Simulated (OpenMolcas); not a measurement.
**How basis sets differ on CH3AlCl (SMILES [CH3][Al][Cl])**

CH3AlCl has 6 atoms, charge 0, and is taken as a doublet. SMILES: `[CH3][Al][Cl]`. Geometry: relaxed at PBE0-D4/def2-TZVP.

Each level gives the dipole moment (D). The values are calculated.

```tsv
level	kind	program	value (D)
UHF/STO-3G	Hartree–Fock	OpenMolcas	4.15
UHF/3-21G	Hartree–Fock	OpenMolcas	3.45
UHF/def2-SVP	Hartree–Fock	OpenMolcas	2.11
UHF/pcseg-1	Hartree–Fock	OpenMolcas	2.53
```

The values span 2.11 to 4.15 D. Sets without polarisation functions give poor dipoles.
